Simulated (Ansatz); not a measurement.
**AlO+ (quintet): from Hartree-Fock to the top rungs, cc-pVDZ**

The task here is to estimate one member of a computed series from the others.

The runs use Ansatz 0.2.0, Gaussian basis; cc-pVDZ, core rule «outside noble gas», up to 6 orbitals frozen.

The runs, in order: UHF; CCSD(T) on ROHF; CCSD(T) on UHF; BCCD(T) on ROHF; CISD; CCSDT(Q) on ROHF; CCSDT(Q) on UHF; CISDTQ; CCSDTQ on ROHF; CCSDTQ on UHF; Full CI.

9 further runs of the same task are left out: 5 for a known fault of the program, 4 set aside as unsound or not needed.

## The geometry

The geometry is a PBE0/def2-TZVP stationary point (not a proven minimum) of the parent state, kept for this charge and spin.

2 atoms, charge 1, spin multiplicity 5.

Atoms are counted from 1 here; the program's logs count them from 0.

Bond lengths: Al1–O2 1.733 Å.

The first run:

File in.yaml:

```yaml
crystal:
  periodic: [false, false, false]
  atoms:
    - {symbol: Al, position_ang: [0.000000, 0.000000, 0.000000]}
    - {symbol: O, position_ang: [0.000000, 0.000000, 1.732900]}
basis:
  gaussian: {orbitals: cc-pVDZ}
total_charge: 1
magnetization: {spin_polarized: true, initial_magnetization: 4}
hamiltonian: {xc: hf}
output: {orbitals: {seedname: orbitals}}
```

On the command line:

```sh
> ansatz run in.yaml --threads 1 --pin off --events-out ev --progress --plain --max-ram 4096MiB --backend cpu
```

Steps of the session up to this table: UHF; CCSD(T) on ROHF; CCSD(T) on UHF; BCCD(T) on ROHF; CISD; CCSDT(Q) on ROHF; CCSDT(Q) on UHF; CISDTQ; CCSDTQ on ROHF; CCSDTQ on UHF; Full CI.

One of the session's tables, all rows but one given; the rest of the session is left out.

| method | from FCI (kJ/mol) |
| --- | --- |
| ROHF | +357.2 |
| UHF | +341.2 |
| RMP2 | +54.3 |
| UMP2 | ? |
| CISD | +12.3 |
| RCCSD | +5.3 |
| UCCSD | +4.9 |
| RCCSD(T) | +1.0 |
| UCCSD(T) | +0.8 |
| BCCD(T) | +1.0 |
| RCCSDT | +0.1 |
| UCCSDT | -0.1 |
| CISDTQ | +0.2 |
| RCCSDT(Q) | 0.0 |
| UCCSDT(Q) | -0.3 |
| RCCSDTQ | -0.1 |
| UCCSDTQ | -0.3 |
| FCI | 0 |

**Question.** Estimate the row for UMP2.

The run gave: from FCI (kJ/mol): +54.0. In the column «from FCI (kJ/mol)» it lies between CISD (+12.3) and RMP2 (+54.3).

Caveats from the session: UCCSDT(Q), UCCSDTQ fall below full CI: unrestricted runs freeze a spin-polarised core, another one than full CI's, and coupled cluster isn't variational. Levels on UHF freeze UHF's core orbitals, full CI those of ROHF, so the U rows can settle a little off it for that reason alone. Restricted and unrestricted rows rest on different reference determinants; where their highest levels disagree by more than a few hundredths of an eV, they describe different states and don't form one ladder.
